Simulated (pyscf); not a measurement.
Thermochemistry of product channels of F–GeH₂• on the doublet surface, in eV, from CCSD(T)/def2-TZVPP + ΔMP2(QZVPP) energies (ideal gas, 1 atm, RRHO with modes under 100 cm⁻¹ raised to 100, one conformer, R ln 2 for rigid chiral ones). Single points on ωB97X-D3(BJ)/def2-SVP structures (PySCF, gas phase). MP2 and CC: frozen core, UHF for open shells. ΔMP2 is the change of the MP2 total energy from the triple- to the quadruple-zeta basis.

```json
[
 {"products": "F–GeH: [singlet] + H atom (H•)", "ΔE": "+2.17", "ΔH(298 K)": "+2.00", "ΔG(298 K)": "+1.68", "ΔG(900 K)": "+0.99"},
 {"products": "germylene (GeH₂) [singlet] + F atom (F•)", "ΔE": "+4.41", "ΔH(298 K)": "+4.32", "ΔG(298 K)": "+3.99", "ΔG(900 K)": "+3.29"}
]
```

These are energies of the channels, which say nothing of barriers. The CCSD(T) − MP2 part came from Ansatz, without density fitting, on the same reference. The frozen core leaves the outer d or s,p core shells of the metals and heavy elements correlated in the MP2 and CC values, and def2-TZVPP describes them poorly, which can shift differences by a few kcal/mol. Left out: orbital degeneracy and the spin-orbit lowering of F. Elements up to Kr have no core potential and no relativistic terms here.
